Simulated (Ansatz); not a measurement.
A nudged elastic band was laid between two geometries of ClFH2Si (5 atoms, charge 0, multiplicity 1).

Level of theory: Ansatz, RKS CAM-B3LYP-D4/def2-SVP.

```yaml
movable_images: 5
climbing_image: yes
spring: 5.0 eV/Å²
optimiser: quadratic models (default)
start_path: through a guess of the saddle point
force_threshold: 0.05 eV/Å
iteration_limit: 60
end_points: relaxed
```

First end point:

```xyz
5
Properties=species:S:1:pos:R:3
Si 0.251 0.024 0.178
H 0.202 0.022 1.653
H 1.626 0.022 -0.360
Cl -0.744 1.670 -0.526
F -0.505 -1.297 -0.357
```

Last end point:

```xyz
5
Properties=species:S:1:pos:R:3
Si -0.189 0.107 -1.333
H 1.379 0.366 1.425
H 1.557 -0.370 1.321
Cl -1.211 1.571 -0.245
F -0.707 -1.234 -0.580
```

What changes between the two ends?

Bonds broken: Si1–H2, Si1–H3. Bonds formed: H2–H3. ClFH2Si becomes ClFSi + H2.

Give the energies along the band, and the barrier.

The run converged. The highest image is number 2 of 0 to 6, 82.7 kcal/mol above the first end and 43.4 kcal/mol above the last; the last end lies 39.2 kcal/mol above the first. Neighbouring images differ by up to 2.5 eV, so the band resolves the path poorly. A vibrational analysis at the climbing image gives one clearly imaginary mode, 1522i cm⁻¹: a first-order saddle point. The orbitals stay closed-shell, which can raise the energy where a bond breaks towards radicals; this wasn't checked here.

```json
{"image": "0", "path coordinate (Å)": "0.00", "energy (kcal/mol)": "0.0", "Si1–H2 (Å)": "1.48", "Si1–H3 (Å)": "1.48", "H2–H3 (Å)": "2.47"}
{"image": "1", "path coordinate (Å)": "0.62", "energy (kcal/mol)": "25.6", "Si1–H2 (Å)": "1.46", "Si1–H3 (Å)": "1.45", "H2–H3 (Å)": "1.82"}
{"image": "2", "path coordinate (Å)": "1.25", "energy (kcal/mol)": "82.7", "Si1–H2 (Å)": "1.73", "Si1–H3 (Å)": "1.49", "H2–H3 (Å)": "1.20"}
{"image": "3", "path coordinate (Å)": "1.73", "energy (kcal/mol)": "50.6", "Si1–H2 (Å)": "2.08", "Si1–H3 (Å)": "1.86", "H2–H3 (Å)": "0.81"}
{"image": "4", "path coordinate (Å)": "2.21", "energy (kcal/mol)": "41.2", "Si1–H2 (Å)": "2.57", "Si1–H3 (Å)": "2.46", "H2–H3 (Å)": "0.76"}
{"image": "5", "path coordinate (Å)": "2.69", "energy (kcal/mol)": "39.5", "Si1–H2 (Å)": "2.95", "Si1–H3 (Å)": "2.98", "H2–H3 (Å)": "0.76"}
{"image": "6", "path coordinate (Å)": "3.17", "energy (kcal/mol)": "39.2", "Si1–H2 (Å)": "3.18", "Si1–H3 (Å)": "3.21", "H2–H3 (Å)": "0.76"}
```

What is the geometry of the highest image?


```xyz
5
Properties=species:S:1:pos:R:3:forces:R:3
Si 0.271 -0.005 -0.410 0.00 -0.01 0.01
H 0.646 0.108 1.272 0.00 0.00 0.00
H 1.502 -0.033 0.437 -0.01 0.00 -0.01
Cl -0.906 1.680 -0.404 0.00 0.00 0.00
F -0.683 -1.310 -0.308 0.01 0.01 0.00
```

Time of the run: 97 s on 1 thread of AMD EPYC 7R43 64-Core Processor (Zen 3), on a shared host, peak memory 0.14 GiB.
